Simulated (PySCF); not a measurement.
## Induced dipoles and field energies

Species: trimethylphosphine, C₃H₉P.
Atom-mapped SMILES: `[CH3:1][P:2]([CH3:3])[CH3:4]` (hydrogens: H5, H6, H7 on C1; H8, H9, H10 on C3; H11, H12, H13 on C4)

Structure used (GFN2-xTB), in Å, numbered top down from 1:
```xyz
13
C3H9P angstrom
C     -0.417    1.530    0.384
P     -0.208   -0.206    0.998
C      1.511   -0.493    0.368
C     -1.126   -1.068   -0.362
H     -0.143    1.615   -0.667
H      0.210    2.194    0.976
H     -1.454    1.831    0.513
H      1.602   -0.213   -0.681
H      1.762   -1.545    0.485
H      2.209    0.095    0.960
H     -0.788   -0.735   -1.343
H     -0.973   -2.141   -0.271
H     -2.189   -0.863   -0.257
```

Level: CAM-B3LYP/def2-SVPD (PySCF); nuclei fixed, core orbitals frozen in the response. Permanent dipole (0.265, 0.262, -1.163) D (1 au = 2.5417 D). Static polarisability (au):

```
x   67.56 -0.39  1.76
y   -0.39 67.56  1.73
z    1.76  1.73 60.25
```

Only the terms in μ and α are kept: μ(F) = μ + αF and ΔE = −μ·F − ½ F·αF.

Problem. Apply 0.01 au along ±x, ±y and ±z in turn. Tabulate induced and total dipoles and both energy terms.

Solution. 
| field along | induced x (D) | induced y (D) | induced z (D) | total size (D) | −μ·F (kJ/mol) | −½F·αF (kJ/mol) |
| --- | --- | --- | --- | --- | --- | --- |
| +x | 1.717 | -0.010 | 0.045 | 2.290 | -2.737 | -8.869 |
| −x | -1.717 | 0.010 | -0.045 | 1.908 | +2.737 | -8.869 |
| +y | -0.010 | 1.717 | 0.044 | 2.288 | -2.706 | -8.869 |
| −y | 0.010 | -1.717 | -0.044 | 1.910 | +2.706 | -8.869 |
| +z | 0.045 | 0.044 | 1.531 | 0.570 | +12.013 | -7.909 |
| −z | -0.045 | -0.044 | -1.531 | 2.712 | -12.013 | -7.909 |

Problem. For the field (-0.0050, -0.0080, -0.0080) au, what is the induced dipole, and what angle does it make with the field?

Solution. αF = (-0.886, -1.404, -1.283) D, at 2.6° to the field. The polarisability along this direction, F·αF/F², is 66.67 au, against a mean of 65.12 au.

Problem. Which field along μ doubles the dipole in that direction (linear response)?

Solution. The polarisability along the dipole is 59.46 au, so F = 0.4805 au / 59.46 au = 0.0081 au = 0.42 V/Å; higher-order terms are ignored.

Problem. What field makes μF equal to kT at 200 K?

Solution. kT = 0.6334 × 10⁻³ Eh, so F = 0.00132 au = 6.78 MV/cm.

Problem. A unit point charge sits 15 Å away. Estimate the induction energy −αe²/2R⁴ with the mean polarisability, treating the molecule as a point.

Solution. R = 28.35 bohr, so the energy is −65.1/(2 × 28.35⁴) Eh = -0.132 kJ/mol. The charge–dipole term at its most favourable orientation, −μe/R², is -1.57 kJ/mol.

Isolated species at its GFN2-xTB geometry, gas phase.
